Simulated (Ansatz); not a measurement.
# One elementary step

Start structure (CH$_{4}$NS, doublet), relaxed at PBE0-D4/def2-TZVP:

```
7
angstrom
C 0.6018 -0.9673 0.0250
N 0.2625 0.1701 0.4425
S -1.9268 1.2033 -0.5136
H 0.2124 -1.3068 -0.9349
H 1.2655 -1.6467 0.5686
H 0.6479 0.4109 1.3544
H -1.0634 2.1365 -0.9421
```

The step: CH₃N ([CH2][NH]) + HS → CH₄NS ([NH][CH2][SH]); bonds formed: C1–S3. Computed with Ansatz 0.2.0 (basis: def2-TZVPP and def2-QZVPP); correlated methods freeze the cores; orbitals are unrestricted. Extrapolation: Hartree–Fock as exp(−7.88 √X), correlation as X^−2.97. Energies below are by CCSD(T) at an estimated basis limit (MP2 extrapolated from triple and quadruple zeta, plus CCSD(T) − MP2 in triple zeta).

(1) What are the electronic barrier and the energy of the step, from the start structure to the end structure? (To be estimated.)

T1 diagnostic: at most 0.036. ⟨S²⟩ of the unrestricted Hartree–Fock references: 0.76 to 0.96 (a pure state has 0.75). The unrestricted reference is spin-contaminated, which hurts MP2 most.

## Answers

(1) The calculation gives: Barrier 5.82 kcal/mol; step energy -3.01 kcal/mol (downhill); reverse barrier, their difference, 8.83 kcal/mol. Barrier and step energy count from the start structure, the reverse barrier from the end structure.

The saddle point: One imaginary mode of 180i cm⁻¹.
| pair | start (Å) | saddle (Å) | end (Å) |
| --- | --- | --- | --- |
| C1–S3 | 3.38 | 2.47 | 1.83 |

Zero-point energy (harmonic, PBE0-D4): ZPE is 30.32 kcal/mol at the start and 30.37 kcal/mol at the saddle, so the barrier goes from 5.82 to 5.86 kcal/mol.

Labels in which every atom is bracketed show which atoms are joined, not bond orders.

For scale, one of the runs: CCSD(T)/def2-TZVPP, 160 basis functions, launched by `ansatz run in.yaml --threads 2 --pin off --events-out ev --progress --plain --max-ram 4352MiB`. Hardware: 2 CPU threads of an Arm Neoverse V2, shared host. Wall time 73 s; peak host memory 2.8 GiB.
